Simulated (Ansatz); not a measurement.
# How far each method lies from RCCSDTQ for CH4S, singlet

Geometry: MP2(full)/6-31G*, from the G2/97 set.

```tsv
atom	x (Å)	y (Å)	z (Å)
C	-0.0261	1.2273	0.0000
S	-0.0261	-0.5871	0.0000
H	1.3049	-0.7455	0.0000
H	-1.0708	1.5392	0.0000
H	0.4541	1.6290	0.8923
H	0.4541	1.6290	-0.8923
```

Basis cc-pV(D+d)Z; Ansatz 0.2.0. Only valence electrons are correlated (noble-gas cores frozen), which leaves 14 electrons in 51 orbitals. Prefix R: restricted or restricted open-shell reference.

Full CI isn't at hand for all of this; RCCSDTQ serves as the reference, and is uncertain by about the last step of the cluster series.

```
UHF ⟨S²⟩                          : 0.000
T1 diagnostic (RCCSD)             : 0.0077
largest doubles amplitude (RCCSD) : 0.038
```

```csv
level,E − E(RHF) (eV)
RMP2,-7.8193
RCCSD,-8.8038
RCCSD(T),-9.0357
```

Problem. Estimate how far RCCSDTQ in cc-pV(D+d)Z lies from RCCSD(T). The table doesn't fix it; the size of (T) and the diagnostics are the guide.

Solution. RCCSDTQ in cc-pV(D+d)Z lies 3.3 kJ/mol below RCCSD(T), which is 15 % of the (T) step (-22.4 kJ/mol). The diagnostics are small and one determinant leads, so the series closes fast and only a small part of (T) is left.

The other levels:

```tsv
level	E − E(RCCSDTQ) (kJ/mol)	share of correlation (%)	wall time
RCCSDT	1.4	99.84	–
RCCSDT(Q)	0.0	100.00	1.5 s (H100)
```

The correlation energy at RCCSDTQ, counted from RHF, is -9.070 eV. That run took 21 s on 5 threads of AMD EPYC 7R13 with a whole H100 80 GB, shared host.

Times hold each run's SCF and search for its determinant on a shared host, so for small cases they say little of a method's own cost; rows without a card ran on 1 thread of AMD EPYC 7R13.

Atomization energy (electronic, same basis, no zero-point term; atoms at the same level, unrestricted beside the R rows where the molecule is a closed shell, with restricted open-shell steps beyond CCSDT(Q)) at RCCSDTQ: 1839.4 kJ/mol. Errors of other levels:

```
    level  error (kJ/mol)
      RHF          -398.0
     RMP2            -4.0
    RCCSD           -17.6
 RCCSD(T)            -1.3
   RCCSDT            -1.1
RCCSDT(Q)             0.0
```

This basis is far from its limit, so the value isn't to be set against a measured one.
